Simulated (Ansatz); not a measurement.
Results of PBEsol (Ansatz, a program for electronic structure, PAW) for fcc Pt.

Settings: plane-wave cutoff 500 eV, 16×16×1 k mesh (along the axes of the cell as run), Fermi–Dirac smearing 0.1 eV, scalar-relativistic PAW data made under PBE.

Q: Predict the surface energy of the (210) face and work function of the (210) face.

A: 
* **surface energy of the (210) face**: 2.34 J/m²
* **work function of the (210) face**: 5.42 eV

The slab of 20 atoms is relaxed and unreconstructed.

Spin–orbit coupling is not included.

Static lattice: no zero-point or thermal effects.
